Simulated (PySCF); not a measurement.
**One molecule, many functionals**

C₅H₁₄N (charge +1).
InChI=1S/C5H13N/c1-5(2,3)6-4/h6H,1-4H3/p+1

Linear-response calculations in the def2-SVPD basis (PySCF; singlets by full response, triplets Tamm–Dancoff, core orbitals frozen in the response; HF means time-dependent Hartree–Fock). 'Strongest' is the level of largest summed f among the singlets computed (10 roots, of which the last may lack a degenerate partner); it can jump between rows when another state enters that window. S1 is the lowest singlet of each run and needn't be the same state throughout; f(S1) is that of one state. Isolated species at its PBE0-D3(BJ)/def2-SVP geometry, gas phase.

| run | S1 (eV) | f(S1) | strongest (eV) | T1 (eV) | HOMO (eV) | gap (eV) | ionisation energy, ΔSCF (eV) |
| --- | --- | --- | --- | --- | --- | --- | --- |
| 1 | 7.83 | 0.008 | 9.10 | 7.75 | -12.93 | 7.79 | 15.91 |
| 2 | 10.24 | 0.020 | 11.42 | 9.93 | -17.14 | 14.89 | 16.78 |
| 3 | 9.31 | 0.014 | 10.57 | 9.16 | -15.78 | 12.25 | 16.59 |
| 4 | 11.36 | 0.053 | 12.51 | 10.60 | -17.82 | 16.07 | not settled |
| 5 | 9.58 | 0.017 | 11.02 | 9.46 | -16.24 | 13.76 | 16.50 |

The runs used CAM-B3LYP, HF, LC-wPBE, PBE and wB97X-D. Which is which?

1 = PBE, 2 = LC-wPBE, 3 = CAM-B3LYP, 4 = HF, 5 = wB97X-D. S1 runs from 7.74 eV (LDA) to 11.36 eV (HF), a spread of 3.62 eV, while the orbital gap spreads over 8.4 eV. −ε(HOMO) comes closest to its own ΔSCF ionisation energy with wB97X-D (-0.26 eV) and misses most with LDA (-3.08 eV). 'Not settled' means that the ion's SCF failed to converge or may have ended in another state than the lowest.
